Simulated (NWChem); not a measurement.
# One shape, several levels: CNO (nco radical)

We compute a comparison of 3 runs (U-wB97X/cc-pVTZ, UB2PLYP/cc-pVTZ, UCAM-B3LYP/cc-pVTZ) of CNO (nco radical). 

The calculation is run with NWChem 7.3.0.

### 1 The molecule

The species is CNO (3 atoms), typed as a doublet with charge 0. SMILES: `[N]=C=O`. The coordinates come from a PBE0-D4/def2-TZVP relaxation.

Bond lengths: N1–C2 1.222 Å, C2–O3 1.171 Å. Angles: N1–C2–O3 180.0°.

### 2 Energy and forces at U-wB97X/cc-pVTZ (run 1)

File calc.nw:

```
start calc
title "CNO"
memory 2200 mb

geometry units atomic noautosym nocenter noautoz
 N   1.82963283  0.79954312  1.09452937
 C  -0.02607822 -0.01133836 -0.01568473
 O  -1.80355461 -0.78820477 -1.07903362
end

basis spherical bse
 N library cc-pVTZ
 C library cc-pVTZ
 O library cc-pVTZ
end

dft
 xc wb97x
 mult 2
 grid fine
 convergence energy 1e-08
 iterations 100
 mulliken
 print medium
end

task dft gradient
```

The run is started by

```
nwchem calc.nw > calc.out
```

The program printed:

```text
Northwest Computational Chemistry Package (NWChem) 7.3.0
             --------------------------------------------------------

           Job information
           ---------------

    nwchem branch   = 7.3.0
    use scalapack   = T
    input           = calc.nw
    prefix          = calc.
    data base       = ./calc.db
    status          = startup
    nproc           =        1

           Memory information
           ------------------

    heap     =     72089598 doubles =      550.0 Mbytes
    stack    =     72089595 doubles =      550.0 Mbytes
    global   =    144179200 doubles =     1100.0 Mbytes (distinct from heap & stack)
    total    =    288358393 doubles =     2200.0 Mbytes
    verify   = yes
    hardfail = no

           Directory information
           ---------------------

  0 permanent = .
  0 scratch   = .

                                NWChem Input Module
                                -------------------

                                        CNO
                                        ---

[... 20 lines left out ...]
            Nuclear Dipole moment (a.u.)
[... 81 lines left out ...]
          Convergence on energy requested:  1.00D-08
[... 29 lines left out ...]
          Spatial weights used:  Erf1
[... 4 lines left out ...]
          total energy or number of iterations.
[... 28 lines left out ...]
 2-e energy   =     110.603285
[... 49 lines left out ...]
      One electron energy =     -331.284245598158
[... 2 lines left out ...]
 Nuclear repulsion energy =       52.268880537422
[... 1391 lines left out ...]
          Convergence on energy requested:  1.00D-08
[... 29 lines left out ...]
          Spatial weights used:  Erf1
[... 4 lines left out ...]
          total energy or number of iterations.
[... 18 lines left out ...]
  int_init: cando_txs set to always be  F
  intd_init: cando_txs set to always be  F

                            NWChem DFT Gradient Module
                            --------------------------

                                        CNO

  charge          =   0.00
  wavefunction    = open shell

  int_init: cando_txs set to always be  F
  intd_init: cando_txs set to always be  F

                         DFT ENERGY GRADIENTS

    atom               coordinates                        gradient
                 x          y          z           x          y          z
   1 N       1.829633   0.799543   1.094529    0.000606   0.000261   0.000364
   2 C      -0.026078  -0.011338  -0.015685    0.001366   0.000605   0.000814
   3 O      -1.803555  -0.788205  -1.079034   -0.001972  -0.000866  -0.001178

                 ----------------------------------------
                 |  Time  |  1-e(secs)   |  2-e(secs)   |
                 ----------------------------------------
                 |  CPU   |       0.01   |      57.04   |
                 ----------------------------------------
                 |  WALL  |       0.01   |      57.04   |
                 ----------------------------------------

 Task  times  cpu:      151.8s     wall:      151.8s
 Total times  cpu:      151.9s     wall:      151.9s
```

Wall time 2.5 min (1 thread of AMD EPYC 7R43 (Zen 3), shared host); peak memory 0.096 GiB.

### 3 The energy at UB2PLYP/cc-pVTZ (run 2)

File cno.nw:

```
start cno
memory 2200 mb
charge 0

geometry units angstroms noautosym nocenter noautoz
  N     0.968200    0.423100    0.579200
  C    -0.013800   -0.006000   -0.008300
  O    -0.954400   -0.417100   -0.571000
end

basis spherical bse
  * library cc-pVTZ
end

dft
  xc hfexch 0.53 becke88 0.47 lyp 0.73 mp2 0.27
  dftmp2 semidirect
  mult 2
  grid fine
  convergence energy 1e-08
  iterations 100
  mulliken
end

mp2
  freeze core 3
end

task dft energy
```

The run is started by

```
nwchem cno.nw > cno.out
```

The program printed:

```text
Northwest Computational Chemistry Package (NWChem) 7.3.0
             --------------------------------------------------------

           Job information
           ---------------

    nwchem branch   = 7.3.0
    use scalapack   = T
    input           = cno.nw
    prefix          = cno.
    data base       = ./cno.db
    status          = startup
    nproc           =        1

           Memory information
           ------------------

    heap     =     72089598 doubles =      550.0 Mbytes
    stack    =     72089595 doubles =      550.0 Mbytes
    global   =    144179200 doubles =     1100.0 Mbytes (distinct from heap & stack)
    total    =    288358393 doubles =     2200.0 Mbytes
    verify   = yes
    hardfail = no

           Directory information
           ---------------------

  0 permanent = .
  0 scratch   = .

                                NWChem Input Module
                                -------------------

 Scaling coordinates for geometry "geometry" by  1.889725989
 (inverse scale =  0.529177249)

[... 20 lines left out ...]
            Nuclear Dipole moment (a.u.)
[... 67 lines left out ...]
  convergence criterion.
[... 16 lines left out ...]
          Convergence on density requested:  1.00D-05
[... 20 lines left out ...]
          Spatial weights used:  Erf1
[... 3 lines left out ...]
          Convergence aids based upon iterative change in
[... 78 lines left out ...]
         Total DFT energy =     -167.773653075147
[... 1 line left out ...]
           Coulomb energy =      131.657698804185
[... 1 line left out ...]
 Nuclear repulsion energy =       52.268884242113
[... 638 lines left out ...]
                     DFT Final Beta Molecular Orbital Analysis
[... 750 lines left out ...]

  AO/Fock/Back tols     =   1.0D-09  1.0D-09  1.0D-09

 GA uses MA = F    GA memory limited = T

 Available:
  local mem=  9.68D+07
 global mem=  1.44D+08
 local disk=  0.00D+00
   1 passes of   8:        5242880                      48111                   8813266.
   1 passes of   8: M     96793203           G      144163000           F      91550323.

 Semi-direct pass number   1 of   1  for UHF alpha       at       27.5s
 Done moints_semi at       30.8s
 Done maket at       31.0s
 Done multipass loop at       31.0s

 GA uses MA = F    GA memory limited = T

 Available:
  local mem=  9.68D+07
 global mem=  1.44D+08
 local disk=  0.00D+00
   1 passes of   7:        5242880                      44512                   7810810.
   1 passes of   7: M     96793203           G      144163000           F      91550323.

 Semi-direct pass number   1 of   1  for UHF beta        at       31.0s
 Done moints_semi at       33.9s
 Done maket at       34.0s
 Done multipass loop at       34.0s

          -------------------------------------------
          DFT energy                    -167.773653075147
          Unscaled MP2 energy             -0.652922784655
          Total DFT+MP2 energy          -167.949942227004
          -------------------------------------------

 -----------------------
 Task  times  cpu:       34.0s     wall:       34.0s
 Total times  cpu:       34.1s     wall:       34.1s
```

It took 35 s on 1 thread of AMD EPYC 7R43 (Zen 3), shared host; peak memory 0.2 GiB.

### 4 Energy and forces at UCAM-B3LYP/cc-pVTZ (run 3)

File cno.xyz:

```xyz
3
CNO CAM-B3LYP
N      0.968200     0.423100     0.579200
C     -0.013800    -0.006000    -0.008300
O     -0.954400    -0.417100    -0.571000
```

File cno.nw:

```
start cno
title "CNO CAM-B3LYP"
memory total 2200 mb

geometry noautosym nocenter noautoz
load cno.xyz
end

basis spherical bse
* library cc-pVTZ
end

dft
xc xcamb88 1.00 lyp 0.81 vwn_5 0.19 hfexch 1.00
cam 0.33 cam_alpha 0.19 cam_beta 0.46
mult 2
grid fine
convergence energy 1e-08
direct
iterations 100
mulliken
noprint "final vectors analysis"
end

task dft gradient
```

The run is started by

```
nwchem cno.nw > cno.out
```

The program printed, cut to the lines that bear on the results:

```text
[...]
  wavefunction    = open shell
[...]
                         DFT ENERGY GRADIENTS
    atom               coordinates                        gradient
                 x          y          z           x          y          z
   1 N       1.829633   0.799543   1.094529    0.005492   0.002396   0.003287
   2 C      -0.026078  -0.011338  -0.015685   -0.002909  -0.001263  -0.001743
   3 O      -1.803554  -0.788205  -1.079034   -0.002583  -0.001133  -0.001544
[...]
```

Wall time 2 min (1 thread of AMD EPYC 7R43 (Zen 3), shared host); peak memory 0.1 GiB.

### 5 The series

```tsv
run	level	task	frozen core orbitals	energy (Eh)	dipole moment (D)	HOMO energy (eV)	LUMO energy (eV)	wall time
1	U-wB97X/cc-pVTZ	gradient	–	-168.016648	0.71	-11.44	-3.44	2.5 min
2	UB2PLYP/cc-pVTZ	energy	3	-167.949942	0.70	-10.31	-3.85	35 s
3	UCAM-B3LYP/cc-pVTZ	gradient	–	-167.998680	0.72	–	–	2 min
```

### 6 Summary of results

```
                       quantity          value
            run 3: total energy  -167.99868 Eh
           run 3: dipole moment         0.72 D
                    run 3: ⟨S²⟩          0.766
run 3: largest force on an atom     0.351 eV/Å
```

**Reading.** The dipole moment runs from 0.70 D (UB2PLYP/cc-pVTZ) to 0.72 D (UCAM-B3LYP/cc-pVTZ). A double hybrid's value is that of its SCF part. Totals of different functionals can't be ranked against each other. All runs together took 5.2 min, the longest 2.5 min.
